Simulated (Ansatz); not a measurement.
# CHOSi: the cost of one run

Computed with Ansatz 0.2.0, Gaussian basis. Level: def2-TZVPP, core rule «outside noble gas», up to 7 orbitals frozen.

To be run: UHF; ROHF; CCSD(T) on UHF.

2 further runs of the same task are left out: 2 set aside as unsound or not needed.

## 1. The geometry

The geometry is a PBE0/def2-TZVP stationary point (not a proven minimum) of the parent state, kept for this charge and spin.

4 atoms, charge 1, spin multiplicity 3.

Atoms are counted from 1 here; the program's logs count them from 0.

Bond lengths: C1–Si2 1.734 Å, C1–H4 1.091 Å, Si2–O3 1.512 Å. Angles: Si2–C1–H4 122.7°, C1–Si2–O3 156.4°.

Coordinates:

| atom | x (Å) | y (Å) | z (Å) |
| --- | --- | --- | --- |
| C1 | 0.0000 | -0.2525 | 1.7044 |
| Si2 | 0.0000 | 0.1531 | 0.0188 |
| O3 | 0.0000 | -0.1108 | -1.4695 |
| H4 | 0.0000 | 0.5015 | 2.4924 |

## 2. UHF

File in.yaml:

```yaml
crystal:
  periodic: [false, false, false]
  atoms:
    - {symbol: C, position_ang: [0.000000, -0.252496, 1.704393]}
    - {symbol: Si, position_ang: [0.000000, 0.153083, 0.018811]}
    - {symbol: O, position_ang: [0.000000, -0.110768, -1.469523]}
    - {symbol: H, position_ang: [0.000000, 0.501477, 2.492415]}
basis:
  gaussian: {orbitals: def2-TZVPP}
total_charge: 1
magnetization: {spin_polarized: true, initial_magnetization: 2}
hamiltonian: {xc: hf}
output: {orbitals: {seedname: orbitals}}
```

Run with:

```bash
> ansatz run in.yaml --threads 1 --pin off --events-out ev --progress --plain --max-ram 4096MiB --backend cpu
```

**Question.** How long does this run take on 1 thread of AMD EPYC 7R13, shared host, and how much memory does it need?

About 12 s, with a peak of 0.26 GiB.
